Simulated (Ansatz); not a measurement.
in.yaml

```yaml
crystal:
  periodic: [false, false, false]
  atoms:
    - {symbol: Si, position_ang: [0.000000, 0.000000, 0.000000]}
    - {symbol: N, position_ang: [0.000000, 0.000000, 1.563809]}
basis:
  gaussian: {orbitals: cc-pVTZ}
magnetization: {spin_polarized: true, initial_magnetization: 3}
hamiltonian: {xc: {name: PBE}}
correlation: {method: rpa, electrons: outside_noble_gas}
```

```sh
$ ansatz run in.yaml --threads 1 --pin off --events-out ev --progress --plain --max-ram 2393MiB
```

Output:

```
389 factors; integrals over basis functions are off by at most 1.8e-3 eV
mean field evaluation 1: about -9347.6549 eV, gradient 4.0e1 eV
mean field evaluation 2: about -9347.6506 eV, gradient 4.0e1 eV
mean field evaluation 4: about -9355.4035 eV, gradient 6.7e0 eV
mean field evaluation 8: about -9355.7774 eV, gradient 1.4e-1 eV
mean field evaluation 16: about -9355.7761 eV, gradient 7.0e-5 eV
mean field evaluation 32: about -9355.4881 eV, gradient 7.1e0 eV
mean field evaluation 64: about -9355.7753 eV, gradient 3.9e-1 eV
mean field evaluation 96: about -9355.7746 eV, gradient 3.1e-1 eV
mean field evaluation 128: about -9301.5026 eV, gradient 4.8e1 eV
mean field -9355.77610656 eV, -343.8184303433 hartree, gradient 6.5e-6 eV, S^2 3.756637; 11 other end points of the search recorded, 0 dependent functions left out
6 core orbitals not correlated: weight in the atoms' cores, before any rotation towards them, 1.000 or more for the frozen orbitals, at most 0.000 for the correlated occupied ones
reference -9338.64731854 eV, -343.1889589937 hartree; 6, 3 occupied and 52, 55 virtual orbitals, 389 factors
Total energy: -9350.12936003 eV, -343.6109162356 hartree
```

Ran on 1 thread of Arm Neoverse V1, shared host: 7.5 s wall, 0.1 GiB peak host memory.
